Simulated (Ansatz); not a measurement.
This geometry of C2H3Si (6 atoms, charge 0, multiplicity 2) is a first-order saddle point.

All numbers below come from Ansatz 0.2.0, UKS LDA/def2-SVP.

```xyz
6
Properties=species:S:1:pos:R:3
C -1.493 -1.020 -0.748
Si -0.245 -0.177 -0.129
C 1.066 0.734 0.534
H -2.321 -1.597 -1.164
H 1.999 0.882 -0.034
H 0.994 1.178 1.541
```

**Question.** Which two structures does it join? (They come from a converged band through this point; their orientation in space is the band's.)

**Answer.** No bond is made or broken.  The two ends are copies of one structure, up to a mirror image or an exchange of like atoms.

Initial state:

```xyz
6
Properties=species:S:1:pos:R:3
C -1.549 -0.993 -0.526
Si -0.129 -0.139 -0.445
C 1.071 0.703 0.486
H -2.313 -1.528 -1.105
H 1.958 1.152 0.011
H 0.962 0.805 1.580
```

Final state:

```xyz
6
Properties=species:S:1:pos:R:3
C -1.368 -0.955 -0.939
Si -0.397 -0.208 0.179
C 1.032 0.700 0.569
H -2.277 -1.515 -1.197
H 1.749 0.991 -0.219
H 1.262 0.986 1.608
```

**Question.** How far does it lie above each of them?

**Answer.** 0.041 eV above the first and 0.041 eV above the second. This is the barrier of this one path; another mechanism may lie lower.

Time of the run: 77 s on 1 thread of AMD EPYC 9R45 96-Core Processor (Zen 5), with other jobs on the host, peak memory 0.13 GiB.
